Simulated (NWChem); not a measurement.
System: sulfur dioxide (SO2); SMILES O=S=O

All runs: NWChem. The geometry was optimised at PBE0/def2-SVP.

Question: Taking Hartree-Fock/cc-pVQZ as the yardstick, which of these has the fewest basis functions while keeping “highest occupied level (eV)” within 0.05 eV of it: Hartree-Fock/cc-pVTZ; Hartree-Fock/aug-cc-pVTZ; Hartree-Fock/cc-pVDZ; Hartree-Fock/aug-cc-pVDZ?

Answer: Hartree-Fock/aug-cc-pVTZ.
| level | basis functions | highest occupied level (eV) | relative time (rough) |
|---|---|---|---|
| Hartree-Fock/cc-pVDZ | 46 | -13.18 | 1 |
| Hartree-Fock/aug-cc-pVDZ | 73 | -13.46 | 2 |
| Hartree-Fock/cc-pVTZ | 94 | -13.43 | 3 |
| Hartree-Fock/aug-cc-pVTZ | 142 | -13.54 | 9 |
| Hartree-Fock/cc-pVQZ | 169 | -13.54 | 20 |

The yardstick is one finite set, not the basis-set limit.
